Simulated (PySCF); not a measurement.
A search over the determinants of MgAl⁺

Unrestricted PBE0; basis Mg 3-21G, Al 3-21G; no relativity; PySCF 2.14. Outer shells of the fragments: Mg 3s2; Al+ 3s2.

Followed along the bond (rough minima from three points):

| 2Ms+1 | unpaired | ⟨S²⟩ at the start | R at minimum (Å) | Te (eV) |
| --- | --- | --- | --- | --- |
| 1 | none | 0.00 | 3.14 | 0.00 |
| 3 | σ ↑, π ↑ | 2.01 | 2.72 | 1.59 |
| 1 | σ ↑, π ↓ | 1.01 | 2.77 | 1.92 |
| 3 | σ ↑↑ | 2.00 | none in the scan | ≤ 1.50 |

Solutions found at the starting distance of 2.650 Å, counted from the lowest of them; the search is not exhaustive and high or unbound solutions are not listed, so other states can lie among these:

```csv
2Ms+1,unpaired,term,E (eV),⟨S²⟩,⟨Lz²⟩,μ (D)
1,none,¹Σ⁺,0.00,0.00,0.00,-1.83
3,"σ ↑, π ↑",³Π,1.30,2.01,1.00,-3.13
3,σ ↑↑,³Σ⁺,1.56,2.00,0.00,0.80
1,"σ ↑, π ↓",mixed,1.63,1.01,1.00,-3.25
3,π ↑↑,³Σ⁻,3.75,2.02,0.00,-4.63
1,π ↑↓,mixed,3.97,1.00,2.00,-4.27
1,none,mixed,4.47,0.02,2.00,-3.73
3,π ↑↑,mixed,5.70,2.01,2.00,-0.83
```

A term symbol is given only where ⟨S²⟩ and ⟨Lz²⟩ are close to those of a pure state; real π, δ and φ orbitals otherwise mix terms. A positive dipole points towards Al; it is taken about the centre of mass and depends on that origin.

Counting both spins, an empty level lies below a filled one in some of these solutions, because spin and occupation are held. 3-21G is very small, so such numbers show the basis as much as the molecule.
